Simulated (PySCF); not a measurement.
# Vibration and rotation of LiB⁻

ROHF-CCSD(T) constants of LiB⁻, doublet, unpaired electrons π ↑ (Li aug-pcseg-1, B aug-pcseg-1; no relativity (PySCF 2.14); masses 7.0160 and 11.0093 u):

| Quantity | Value |
| --- | --- |
| ωe | 359.3 cm⁻¹ |
| ωexe | 5.52 cm⁻¹ |
| Be | 0.72122 cm⁻¹ |
| αe | 0.0176 cm⁻¹ |
| D (centrifugal) | 1.16e-05 cm⁻¹ |
| De to Li⁻ + B | 0.97 eV |

Problem. Give the vibrational terms G(v) and spacings up to v = 6.

Solution. G(v) = ωe(v+½) − ωexe(v+½)².

```json
{"v": "0", "G(v) (cm⁻¹)": "178.3", "G(v) − G(v−1)": "", "Bv (cm⁻¹)": "0.7124"}
{"v": "1", "G(v) (cm⁻¹)": "526.5", "G(v) − G(v−1)": "348.3", "Bv (cm⁻¹)": "0.6948"}
{"v": "2", "G(v) (cm⁻¹)": "863.8", "G(v) − G(v−1)": "337.2", "Bv (cm⁻¹)": "0.6772"}
{"v": "3", "G(v) (cm⁻¹)": "1189.9", "G(v) − G(v−1)": "326.2", "Bv (cm⁻¹)": "0.6596"}
{"v": "4", "G(v) (cm⁻¹)": "1505.1", "G(v) − G(v−1)": "315.1", "Bv (cm⁻¹)": "0.6420"}
{"v": "5", "G(v) (cm⁻¹)": "1809.2", "G(v) − G(v−1)": "304.1", "Bv (cm⁻¹)": "0.6244"}
{"v": "6", "G(v) (cm⁻¹)": "2102.2", "G(v) − G(v−1)": "293.1", "Bv (cm⁻¹)": "0.6068"}
```

Problem. How well does the Morse estimate ωe²/(4ωexe) reproduce De, and what is D0?

Solution. It gives 0.72 eV, 75 % of the computed De. D0 = De − G(0) = 0.97 − 0.02 = 0.95 eV.

Correlated steps freeze 1 core orbital. Correlated levels converge slowly with the basis: in double zeta they bind strong bonds too weakly, by up to about 1 eV, and carry superposition errors of some tenths. For an ion De counts to the pair picked by the measured ionisation energies or electron affinities, which need not be the lowest pair at this level. The CCSD T1 diagnostic is raised, a sign that a single reference may not be enough here. The state is the lowest determinant that a PBE0 search found; another state may lie lower at other levels.
